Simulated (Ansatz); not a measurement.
Total energies of the cluster Mg2H2 (the lowest singlet isomer of a short search) from Ansatz at PBE-D4/def2-TZVP, gas phase (1 Eh = 27.2114 eV = 2625.5 kJ/mol). The reference geometry is relaxed at PBE-D4/def2-TZVP.

```csv
atom,x (Å),y (Å),z (Å)
Mg1,-0.516,1.280,-0.419
Mg2,0.514,-1.281,0.422
H3,-1.132,2.820,-0.927
H4,1.135,-2.819,0.925
```

```
                 state                     geometry  energy (Eh)
      charge 0 singlet                    reference   -401.05666
      charge 1 doublet                    reference   -400.78437
      charge 0 triplet  relaxed at PBE-D4/def2-TZVP   -401.01668
      charge 0 quintet  relaxed at PBE-D4/def2-TZVP   -400.89679
free Mg atom (singlet)                            –   -199.94297
 free H atom (doublet)                            –     -0.49962
```

(1) Work out the vertical ionisation energy to the doublet.

(2) Which of the charge 0 states is lowest, and how far above it are the others?

(3) What is the binding energy per atom against free atoms?

(1) E(charge 1 doublet) − E(charge 0 singlet) = -400.78437 − (-401.05666) = 0.27229 Eh = 7.41 eV. For comparison, −ε of the highest occupied level is 4.83 eV at this level, 2.58 eV less.

(2) The singlet. triplet: -401.01668 − (-401.05666) = 0.03998 Eh = 105.0 kJ/mol; quintet: -400.89679 − (-401.05666) = 0.15987 Eh = 419.7 kJ/mol. The quintet has fallen apart, so its energy is that of loose fragments and no spin gap. The triplet differs in its bonds from the reference. The quintet differs in its bonds from the reference.

(3) Atoms: 2 × (-199.94297) + 2 × (-0.49962) = -400.88518 Eh. Binding: -400.88518 − (-401.05666) = 0.17148 Eh = 4.67 eV, or 1.17 eV for each of 4 atoms (no zero-point energy, no counterpoise term).

The structure comes from a short search, and lower isomers may exist.
